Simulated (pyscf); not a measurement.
Optimised with ωB97X-D3(BJ)/def2-SVP in PySCF.

Problem. HO–Si(OH)(OH)–F + silanol (HO–SiH₃) → HO–SiH₂–O–Si(OH)(OH)–F + hydrogen (H₂)
Surface: singlet. Broken: H–O, H–Si. Formed: O–Si, H–H. Give ΔE‡ and ΔE from PBE/def2-TZVP, relative to the separated reactants.

Solution. ΔE‡ = 1.10 eV, ΔE = -1.05 eV. ωB97M-D3(BJ)/def2-TZVP gives 1.29 eV and -1.19 eV. Zero-point energy shifts the barrier by 0.00 eV. It is a four-centre exchange, with an imaginary mode of 1238i cm⁻¹. On the reactant side the descent ends in a complex, 0.31 eV under the separated species and 1.59 eV under the saddle at ωB97X-D3(BJ)/def2-TZVP. This is the saddle that the search found; another between the same sides may lie lower.
